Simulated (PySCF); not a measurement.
# 1,1-difluoroethene: calculation against experiment

**The experiment to reproduce.**

From NIST CCCBDB Release 22 (SRD 101), experimental dipoles, for the gas: dipole moment (microwave Stark effect) 1.389 D.

The runs below try to reproduce these values; the comparison stands at the end.

Species: 1,1-difluoroethene, C₂H₂F₂.
SMILES with atom numbers: `[CH2:1]=[C:2]([F:3])[F:4]` (hydrogens: H5, H6 on C1)

Cartesian coordinates in Å at the GFN2-xTB level; atoms count from 1:
```
atom  x, y, z in Å
C1    -0.7190   -0.0788   -0.1062
C2     0.5723    0.0631    0.0778
F3     1.2319    1.2124    0.0321
F4     1.4233   -0.9198    0.3388
H5    -1.3345    0.7745   -0.3133
H6    -1.1709   -1.0495   -0.0508
```

Runs made with PySCF (gas phase, on this GFN2-xTB geometry; no spin–orbit coupling):

```csv
level,job,basis functions,wall time
B3LYP/def2-SVPD,"8 singlets by full TDDFT, 3 Tamm–Dancoff triplets, polarisability",102,3.4 s
```

Hardware: an Arm Neoverse V2 with one thread, shared host.

## Comparison

**Dipole moment.** Measured: 1.389 D (NIST CCCBDB Release 22 (SRD 101), experimental dipoles).

```json
{"level": "B3LYP/def2-SVPD", "computed (D)": "1.464", "computed − measured (D)": "+0.075", "% (from the printed values)": "+5"}
```

The computed dipoles belong to one fixed geometry; measured ones are averaged over vibrations unless marked μe. Magnitudes are compared, not signs.

The geometry is computed, not the measured one. Where a level misses, the cause wasn't examined.
